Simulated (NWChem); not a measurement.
System: fluoromethane (CH3F); SMILES CF

NWChem input:

```
start job
memory heap 200 mb stack 900 mb global 1100 mb
geometry units angstroms noautoz
  C      0.000000     0.000000    -0.601791
  F      0.000000     0.000000     0.761623
  H      0.732586     0.732586    -0.979623
  H      0.268145    -1.000731    -0.979623
  H     -1.000731     0.268145    -0.979623
end
basis spherical
  * library 3-21g
end
dft
  xc b3lyp
  iterations 150
  mulliken
end
task dft energy
```

Geometry: optimised at PBE0/def2-SVP.

Question: Predict the main results of this run. (B3LYP/3-21G.) Quantities: basis functions; energy (Ha); highest occupied level (eV); orbital gap (eV); dipole (D).

Answer: The number of basis functions comes out as 24 and the energy (Ha) is -138.97. The highest occupied level (eV) is -8.53. The orbital gap (eV) comes out as 11.97. The dipole (D) is 1.70.
